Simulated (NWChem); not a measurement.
# Atomisation of ethylene (C$_{2}$H$_{4}$)

```
C
C 1 1.3406
H 1 1.1026 2 121.77
H 1 1.1026 3 116.47 2 180.00
H 2 1.1026 1 121.77 3 180.00
H 2 1.1026 5 116.47 1 180.00
```
Charge 0, spin multiplicity 1.

All runs are NWChem calculations. The geometry was optimised at PBE/def2-SVP, a minimum by its harmonic frequencies.

Basis set: def2-TZVP. The atomisation energy is electronic alone: no zero-point, thermal, spin-orbit or counterpoise terms. No value is extrapolated to the basis-set limit. Free atoms are single determinants with multiplicities C 3, H 2.

The stability of the SCF solutions was not checked. Open-shell Hartree-Fock references start from PBE0 orbitals.

Problem. Order these methods by the atomisation energy they give, lowest first: PBE, LC-wPBE (omega 0.3 per bohr), HF, LDA (SVWN5).

Solution. HF (425.7 kcal/mol), LC-wPBE (omega 0.3 per bohr) (563.9 kcal/mol), PBE (570.8 kcal/mol), LDA (SVWN5) (631.3 kcal/mol)
